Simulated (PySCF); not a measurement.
Relaxation of doublet Al(OH)2

Computed with UPBE0/[Al def2-TZVP, O def2-TZVP, H def2-TZVP], no relativity, density fitting, PySCF. A (50,194) grid was used.

A start displaced from a saddle point along its imaginary mode, of Cs symmetry, held to at least that symmetry:

```xyz
5
charge 0 multiplicity 2, angstrom
Al    0.1200    0.0000    0.0009
O    -0.0694    0.0000    1.6928
O    -0.1274    0.0000   -1.7015
H    -0.7464    0.0000    2.3753
H     0.6571    0.0000   -2.2623
```

Optimiser trace:
```
step  E − E(last) (kJ/mol)  largest gradient (Eh/bohr)
   0                 63.23                     0.02036
   1                 48.75                     0.02261
   2                 34.29                     0.01780
   3                 14.49                     0.01622
   4                  8.71                     0.00860
   5                  5.75                     0.01028
   6                  4.72                     0.00651
   7                  2.98                     0.00851
   8                  1.54                     0.01230
   9                  0.95                     0.00568
  10                  0.64                     0.00224
  11                  0.43                     0.00371
  12                  0.25                     0.00270
  13                  0.16                     0.00315
  14                  0.07                     0.00173
  15                  0.03                     0.00162
  16                  0.01                     0.00130
  17                  0.00                     0.00035
  18                  0.00                     0.00002
```

It ends at Cs with Al–O 1.696 Å, Al–O 1.703 Å, O–H 0.957 Å (×2); Al–O–H 122.6°, Al–O–H 123.0°, O–Al–O 119.1°. A frequency run shows a minimum.
